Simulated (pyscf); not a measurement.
# Four-centre exchange: `[OH][Sn][OH]` [singlet] + `[NH3]` -> `[OH][Sn][OH]` [singlet] + `[NH3]`

Gas phase, singlet surface, charge 0. Bonds broken: O1–H7, H4–N6. Bonds formed: O1–H4, N6–H7. Optimised with ωB97X-D3(BJ)/def2-SVP in PySCF.

Transition state (Å):

```xyz
9

O     -0.5542     0.5992    -0.2406
Sn    -0.1063     0.6241    -2.1263
O      1.4994    -0.5854    -1.9799
H     -1.4355     1.0118     0.9600
H      1.6041    -0.8365    -1.0518
N     -1.1519     0.6078     1.9541
H     -0.4046     0.1974     1.2438
H     -1.7962    -0.0650     2.3654
H     -0.8028     1.2845     2.6303
```

One imaginary mode, 1251i cm⁻¹; descent along it reached the two sides named, in the forms told below.

```tsv
bond	change	reactant side (Å)	saddle	product side
O1–H7	breaks	0.979	1.545	3.4
H4–N6	breaks	1.021	1.110	1.925
O1–H4	forms	3.5	1.546	0.980
N6–H7	forms	1.936	1.110	1.021
```

Electronic energies relative to the separated reactants (eV):

| level | barrier | reaction energy | reverse barrier |
|---|---|---|---|
| ωB97X-D3(BJ)/def2-TZVP | 1.54 | 0.00 | 1.54 |
| PBE/def2-TZVP | 1.20 | 0.00 | 1.20 |
| r²SCAN/def2-TZVP | 1.32 | 0.00 | 1.32 |
| B3LYP-D3(BJ)/def2-TZVP | 1.42 | 0.00 | 1.42 |
| PBE0-D3(BJ)/def2-TZVP | 1.36 | 0.00 | 1.36 |
| M06-2X/def2-TZVP | 1.56 | 0.00 | 1.56 |
| ωB97M-D3(BJ)/def2-TZVP | 1.51 | 0.00 | 1.51 |
| HF/def2-TZVP | 2.22 | 0.00 | 2.22 |

With ωB97M-D3(BJ)/def2-TZVP energies and thermal terms (ideal gas, 1 atm, RRHO with modes under 100 cm⁻¹ raised to 100, one conformer, R ln 2 for chiral ones without a mode under 150 cm⁻¹), in eV:

| T (K) | ΔH‡ | ΔG‡ | ΔH | ΔG |
|---|---|---|---|---|
| 298 | 1.48 | 1.89 | 0.00 | 0.00 |
| 600 | 1.48 | 2.31 | 0.00 | 0.00 |
| 900 | 1.49 | 2.72 | 0.00 | 0.00 |
| 1200 | 1.52 | 3.13 | 0.00 | 0.00 |

On the reactant side the descent ends in a complex, 0.34 eV under the separated species and 1.88 eV under the saddle at ωB97X-D3(BJ)/def2-TZVP. On the product side the descent ends in a complex (not fully relaxed), 0.35 eV under the separated species and 1.89 eV under the saddle at ωB97X-D3(BJ)/def2-TZVP. The same reactants have a lower exit, to H₂O + H₂N–Sn:–OH [singlet] (highest point, the separated products, at +0.36 eV at ωB97M-D3(BJ)/def2-TZVP, against +1.51 eV here). This is the saddle that the search found; another between the same sides may lie lower. Elements past Kr carry the def2 core potentials, without spin-orbit coupling.
